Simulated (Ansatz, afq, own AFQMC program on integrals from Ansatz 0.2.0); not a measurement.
# AFQMC, coupled cluster and functionals along a coordinate of H2O + SiH$_{3}$, doublet

```yaml
atoms:
  - { symbol: O, position_ang: [-1.7717, -0.0190, 0.0000] }
  - { symbol: H, position_ang: [-2.0210, 0.9076, 0.0000] }
  - { symbol: H, position_ang: [-0.8122, -0.0190, 0.0000] }
  - { symbol: Si, position_ang: [0.9593, -0.0190, 0.0000] }
  - { symbol: H, position_ang: [1.4092, -1.4353, 0.0000] }
  - { symbol: H, position_ang: [1.4092, 0.6891, -1.2265] }
  - { symbol: H, position_ang: [1.4092, 0.6891, 1.2265] }
```

A hydrogen atom is moved from one rigid fragment to the other; the O1–H3 distance tells how far. The two fragments are held close together, so this isn't a minimum-energy path and the start is a compressed complex. Energies in eV count from this geometry (0.960 Å) at the same level; the start stands on UHF, each point on the determinant named.

Basis cc-pVDZ. Only valence electrons are correlated. Integrals, coupled cluster, full CI and functionals: Ansatz 0.2.0; the random walks run on the same integrals in our own AFQMC program. ph-AFQMC/CISD is guided by a CISD state made of CCSD amplitudes; releasing the constraint for a short imaginary time cuts its bias at the price of noise, slowly where states lie close. Error bars are statistical, one sigma.

| r(O1–H3) / Å | det. | T1 | weight | ⟨S²⟩ | PBE0 | CCSD | CCSD(T) |
| --- | --- | --- | --- | --- | --- | --- | --- |
| 1.054 | UHF | 0.014 | 0.87 | 0.77 | 0.079 | 0.134 | 0.123 |
| 1.102 | UHF | 0.015 | 0.87 | 0.77 | 0.189 | 0.266 | 0.252 |
| 1.149 | UHF | 0.017 | 0.87 | 0.78 | 0.314 | 0.404 | 0.389 |
| 1.196 | UHF | 0.019 | 0.87 | 0.78 | 0.446 | 0.538 | 0.526 |
| 1.291 | UHF | 0.022 | 0.87 | 0.77 | 0.735 | 0.792 | 0.790 |

Estimate the curve of CCSDT(Q), counted from the same start.


| r(O1–H3) / Å | det. | T1 | weight | ⟨S²⟩ | CCSDT(Q) | ph-AFQMC/CISD |
| --- | --- | --- | --- | --- | --- | --- |
| 1.054 | UHF | 0.014 | 0.87 | 0.77 | 0.120 | 0.138 ± 0.007 |
| 1.102 | UHF | 0.015 | 0.87 | 0.77 | 0.247 | 0.267 ± 0.006 |
| 1.149 | UHF | 0.017 | 0.87 | 0.78 | 0.384 | 0.396 ± 0.007 |
| 1.196 | UHF | 0.019 | 0.87 | 0.78 | 0.520 | 0.538 ± 0.006 |
| 1.291 | UHF | 0.022 | 0.87 | 0.77 | 0.786 | 0.800 ± 0.007 |

Weight is that of the determinant in the CISD state; at the start T1 is 0.013 and the weight 0.88, and ⟨S²⟩ is 0.76. Largest departures from CCSDT(Q), at the points where its series has closed: CCSD(T) 0.006 eV at 1.196 (on UHF), ph-AFQMC/CISD 0.020 eV at 1.102 (on UHF), PBE0 -0.073 eV at 1.196, CCSD 0.021 eV at 1.149 (on UHF). Functionals count only at points shown to share the start's state and spin. In this small basis the wave-function levels are far from their limit, so their gap to the functionals isn't the functionals' error.

CCSDT and higher add their correlation energy to the determinant of the CCSD(T) run, since their own runs factorise the integrals more tightly (a shift of under 2 meV). A walk keeps the symmetry of its determinant, which the program's search chose and which needn't be the lowest solution, so a lower state of the same spin and another symmetry isn't excluded.
